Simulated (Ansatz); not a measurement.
# CHNSi (triplet): from Hartree-Fock to the top rungs at a displaced geometry (v1), cc-pVDZ

An exercise on one series of results from a longer session: the logs are not shown, and one member is left open.

Method: cc-pVDZ, core rule «outside noble gas», up to 7 orbitals frozen; program: Ansatz 0.2.0, Gaussian basis.

To be run: UHF; CCSD(T) on ROHF; CCSD(T) on UHF; BCCD(T) on ROHF; CISD; CCSDT(Q) on ROHF; CCSDT(Q) on UHF.

20 further runs of the same task are left out: 6 that didn't finish, 14 set aside as unsound or not needed.

### What is computed

The geometry is a PBE0/def2-TZVP stationary point (not a proven minimum) with its atoms shifted at random (size 0.040 Å).

4 atoms, charge 0, spin multiplicity 3.

Atoms are counted from 1 here; the program's logs count them from 0.

Bond lengths: C1–N2 1.221 Å, C1–Si3 2.020 Å, N2–H4 1.002 Å. Angles: N2–C1–Si3 78.0°, C1–N2–H4 135.5°.

Coordinates:

```xyz
4

C    -0.0228   -0.8024    0.8109
N    -0.0236    0.3756    1.1336
Si    0.0243    0.1242   -0.9838
H    -0.0784    0.8794    1.9978
```

The first run:

Input file in.yaml:

```yaml
crystal:
  periodic: [false, false, false]
  atoms:
    - {symbol: C, position_ang: [-0.022789, -0.802370, 0.810852]}
    - {symbol: N, position_ang: [-0.023622, 0.375608, 1.133561]}
    - {symbol: Si, position_ang: [0.024342, 0.124250, -0.983783]}
    - {symbol: H, position_ang: [-0.078435, 0.879408, 1.997827]}
basis:
  gaussian: {orbitals: cc-pVDZ}
magnetization: {spin_polarized: true, initial_magnetization: 2}
hamiltonian: {xc: hf}
output: {orbitals: {seedname: orbitals}}
```

On the command line:

```bash
> ansatz run in.yaml --threads 1 --pin off --events-out ev --progress --plain --max-ram 2393MiB
```

Steps of the session up to this table: UHF; CCSD(T) on ROHF; CCSD(T) on UHF; BCCD(T) on ROHF; CISD; CCSDT(Q) on ROHF; CCSDT(Q) on UHF.

One of the session's tables, all rows but one given; the rest of the session is left out.

It belongs to the step «Misses and costs». 

```
   method  from UCCSDT(Q) (meV)
     ROHF              +10597.8
      UHF              +10315.0
     RMP2               +1250.4
     UMP2               +1338.5
     CISD               +1606.4
    RCCSD                +512.0
    UCCSD                +503.1
 RCCSD(T)                 +73.3
 UCCSD(T)                 +76.0
  BCCD(T)                 +71.9
   RCCSDT                 +42.4
   UCCSDT                 +41.1
RCCSDT(Q)                     ?
UCCSDT(Q)                     0
```

Estimate the missing values for RCCSDT(Q).

The run gave: from UCCSDT(Q) (meV): +3.7. In the column «from UCCSDT(Q) (meV)» it lies between UCCSDT(Q) (0) and UCCSDT (+41.1).

Limits of these values: Restricted and unrestricted rows rest on different reference determinants; where their highest levels disagree by more than a few hundredths of an eV, they describe different states and don't form one ladder.
